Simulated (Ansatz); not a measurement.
`C=C=CN` + H₂S → `C=C=CS` + NH₃ at 298.15 K and 1 bar (substitution at a C–N bond).

Calculated with Ansatz (gas phase, PBE0-D4/def2-TZVP geometries, no zero-point term in ΔE). CBS: MP2 limit from def2 TZ/QZ plus the TZ coupled-cluster correction, frozen cores. This one scheme is used for every species. Each species was taken in one conformer, which may not be the lowest.

| species | CCSD(T)/CBS energy (Eh) | H − E (kJ/mol) | S (J/(mol·K)) |
| --- | --- | --- | --- |
| `C=C=CN` | -171.79482 | 208.6 | 285.5 |
| H₂S | -398.97279 | 49.9 | 205.7 |
| `C=C=CS` | -514.26554 | 162.1 | 297.9 |
| NH₃ | -56.50880 | 100.5 | 192.4 |

H − E and S are ideal-gas, rigid-rotor, harmonic terms from PBE0-D4/def2-TZVP, for one conformer and one mirror image of each species. 1 Eh = 2625.50 kJ/mol, R = 8.31446 J/(mol·K).

By hand: ΔE, ΔH, ΔS and ΔG.

ΔE = (-514.26554) + (-56.50880) − (-171.79482) − (-398.97279) = -0.00673 Eh = -17.7 kJ/mol. Δ(H − E) = 162.1 + 100.5 − 208.6 − 49.9 = 4.1, so ΔH = -13.6 kJ/mol. ΔS = 297.9 + 192.4 − 285.5 − 205.7 = -0.9 J/(mol·K). ΔG = -13.6 − 298.15 × (-0.9)/1000 = -13.3 kJ/mol.

By hand: the equilibrium constant, and the temperature at which ΔG would vanish if ΔH and ΔS stayed fixed.

log₁₀ K = −ΔG/(RT ln 10) = 2.3. ΔG = 0 at ΔH/ΔS = 15111 K, far beyond where these terms or the molecules hold.

The number of gas molecules stays the same, so ΔS is small and ΔH decides. A doubt of 5 kJ/mol in ΔE shifts log₁₀ K by 0.9 here. Other conformers and mirror images would add mixing entropy, several J/(mol·K) or more a flexible species. These are equilibria of isolated gas molecules and say nothing of rates. Largest T1 diagnostic: 0.013 (customary marks: 0.02 for closed shells, 0.045 for open ones).
